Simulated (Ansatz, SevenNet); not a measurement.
**Ladder of methods for the equilibrium volume per atom of chalcopyrite AgInTe2**

Reference value: 33.02 Å³/atom (measured, temperature not stated, copied from a table, unchecked, no zero-point or thermal correction; as tabulated in Journal of Materials Science. Letters 5, 912 (1986)).

Question: What do SevenNet-0, SevenNet-l3i5, LDA, PBE, PBEsol, PBE-D3(BJ), PBE-D4 give, and how far is each from the reference?

Answer: 
```csv
level (code),value (Å³/atom),difference (%)
SevenNet-0 (SevenNet),35.21,+6.6
SevenNet-l3i5 (SevenNet),35.14,+6.4
LDA (Ansatz),31.88,-3.5
PBE (Ansatz),35.04,+6.1
PBEsol (Ansatz),33.01,0.0
PBE-D3(BJ) (Ansatz),33.46,+1.3
PBE-D4 (Ansatz),33.38,+1.1
```

The reference's temperature isn't stated, so close values are not ranked against it. Off by more than 3.8 % (a bound picked here): SevenNet-0 (+6.6 %), SevenNet-l3i5 (+6.4 %), PBE (+6.1 %).

The reference has no zero-point or thermal correction, while the calculations are for a static lattice, so the differences are not the levels' errors alone. A static lattice is as a rule a little smaller than the measured one.  Ansatz's density-functional and Hartree–Fock values are scalar-relativistic unless marked +SOC, with PAW data made under PBE.

Machine-learned potentials (SevenNet-0, SevenNet-l3i5) are trained on DFT data, which may include these solids.

Differences are worked out from the printed values.

Ansatz is a program for electronic structure.
